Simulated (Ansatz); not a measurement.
# AlP (quintet): from Hartree-Fock to the top rungs, def2-TZVPP

The task here is to estimate one member of a computed series from the others.

Program: Ansatz 0.2.0, Gaussian basis. Level of theory: def2-TZVPP, core rule «outside noble gas», up to 10 orbitals frozen. These are calculated values, not measurements.

To be run: UHF; ROHF; CCSD(T) on UHF.

2 further runs of the same task are left out: 2 set aside as unsound or not needed.

**The geometry**

The geometry is a PBE0/def2-TZVP stationary point (not a proven minimum) of the parent state, kept for this charge and spin.

2 atoms, charge 0, spin multiplicity 5.

Atoms are counted from 1 here; the program's logs count them from 0.

Bond lengths: Al1–P2 2.208 Å.

The first run:

File in.yaml:

```yaml
crystal:
  periodic: [false, false, false]
  atoms:
    - {symbol: Al, position_ang: [0.000000, 0.000000, 0.000000]}
    - {symbol: P, position_ang: [0.000000, 0.000000, 2.208000]}
basis:
  gaussian: {orbitals: def2-TZVPP}
magnetization: {spin_polarized: true, initial_magnetization: 4}
hamiltonian: {xc: hf}
output: {orbitals: {seedname: orbitals}}
```

Run with:

```bash
$ ansatz run in.yaml --threads 1 --pin off --events-out ev --progress --plain --max-ram 4096MiB --backend cpu
```

Steps of the session up to this table: UHF; ROHF; CCSD(T) on UHF.

One of the session's tables, all rows but one given; the rest of the session is left out.

| method | from UCCSD(T) (kJ/mol) |
| --- | --- |
| ROHF | +448.0 |
| UHF | +432.7 |
| UMP2 | ? |
| UCCSD | +21.2 |
| UCCSD(T) | 0 |

Estimate the missing values for UMP2.

**Answer.** from UCCSD(T) (kJ/mol): +96.2. In the column «from UCCSD(T) (kJ/mol)» it lies between UCCSD (+21.2) and UHF (+432.7).
